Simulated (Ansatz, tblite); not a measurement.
# SiH2MeEt (C3H10Si): charged states by level of theory

One table from this session's results is given with a row withheld; the runs are named, their logs left out.

Method: as each input shows; program: Ansatz 0.2.0, Gaussian basis.

Plan: charge +1 doublet, at the geometry of the singlet (PBE0-D4/def2-TZVP, PBE-D4/def2-TZVP, r2SCAN-D4/def2-TZVP, CCSD(T)/def2-TZVP); charge -1 doublet, at the geometry of the singlet (PBE0-D4/def2-TZVPD, PBE-D4/def2-TZVPD, r2SCAN-D4/def2-TZVPD); the starting singlet's energies come from earlier runs.

### The geometry

The geometry is that of the singlet, from an earlier relaxation (PBE-D4/def2-SVP).

14 atoms, charge 0, spin multiplicity 1.

Atoms are counted from 1 here; the program's logs count them from 0.

Bond lengths: Si1–H2 1.510 Å, Si1–H3 1.510 Å, Si1–C4 1.892 Å, Si1–C8 1.900 Å, C4–H5 1.109 Å, C4–H6 1.109 Å, C4–H7 1.109 Å, C8–C9 1.535 Å, C8–H10 1.113 Å, C8–H11 1.113 Å, C9–H12 1.110 Å, C9–H13 1.110 Å, C9–H14 1.110 Å. Angles: H2–Si1–H3 107.2°, H2–Si1–C4 109.8°, H2–Si1–C8 109.3°, H3–Si1–C4 109.8°, H3–Si1–C8 109.2°, C4–Si1–C8 111.5°, Si1–C4–H5 110.9°, Si1–C4–H6 110.9°, Si1–C4–H7 111.1°, H5–C4–H6 108.0°, H5–C4–H7 107.9°, H6–C4–H7 107.9°, Si1–C8–C9 114.5°, Si1–C8–H10 107.7°, Si1–C8–H11 107.6°, C9–C8–H10 110.5°, C9–C8–H11 110.6°, H10–C8–H11 105.6° and more.

Set-up of the first run:

Contents of in.yaml:

```yaml
crystal:
  periodic: [false, false, false]
  atoms:
    - {symbol: Si, position_ang: [0.457115, 0.721239, 0.339432]}
    - {symbol: H, position_ang: [0.515376, 0.700435, 1.848549]}
    - {symbol: H, position_ang: [1.881492, 0.756606, -0.161760]}
    - {symbol: C, position_ang: [-0.465264, 2.266411, -0.245121]}
    - {symbol: H, position_ang: [-1.509593, 2.269879, 0.128720]}
    - {symbol: H, position_ang: [-0.498308, 2.311936, -1.352946]}
    - {symbol: H, position_ang: [0.030029, 3.189175, 0.119011]}
    - {symbol: C, position_ang: [-0.384356, -0.866598, -0.277025]}
    - {symbol: C, position_ang: [0.323065, -2.163253, 0.138940]}
    - {symbol: H, position_ang: [-0.458724, -0.800590, -1.385405]}
    - {symbol: H, position_ang: [-1.433649, -0.857644, 0.093550]}
    - {symbol: H, position_ang: [-0.204268, -3.063529, -0.239974]}
    - {symbol: H, position_ang: [1.362232, -2.204250, -0.248956]}
    - {symbol: H, position_ang: [0.384823, -2.259809, 1.242996]}
basis:
  gaussian: {orbitals: def2-SVP}
total_charge: 1
magnetization: {spin_polarized: true, initial_magnetization: 1}
hamiltonian: {xc: pbe0, dispersion: d4}
output: {orbitals: {seedname: orbitals}}
```

Run with:

```
$ ansatz run in.yaml --threads 4 --pin off --events-out ev --progress --plain --max-ram 3916MiB
```

Steps of the session up to this table: Charge +1 doublet at the fixed geometry, first pass, PBE0-D4/def2-SVP; Charge +1 doublet at the fixed geometry, PBE0-D4/def2-TZVP; Charge +1 doublet at the fixed geometry, PBE-D4/def2-TZVP; Charge +1 doublet at the fixed geometry, r2SCAN-D4/def2-TZVP; Charge +1 doublet at the fixed geometry, CCSD(T)/def2-TZVP.

One of the session's tables, all rows but one given; the rest of the session is left out.

It belongs to the step «Vertical ionisation energy». 

```
             method  vertical ionisation energy (eV)
       HF/def2-TZVP                             9.67
   PBE-D4/def2-TZVP                             9.95
r2SCAN-D4/def2-TZVP                                ?
  PBE0-D4/def2-TZVP                            10.22
      MP2/def2-TZVP                            10.59
     CCSD/def2-TZVP                            10.46
  CCSD(T)/def2-TZVP                            10.47
```

Estimate the missing values for r2SCAN-D4/def2-TZVP.

The run gave: vertical ionisation energy (eV): 10.04. In the column «vertical ionisation energy (eV)» it lies between PBE-D4/def2-TZVP (9.95) and PBE0-D4/def2-TZVP (10.22).
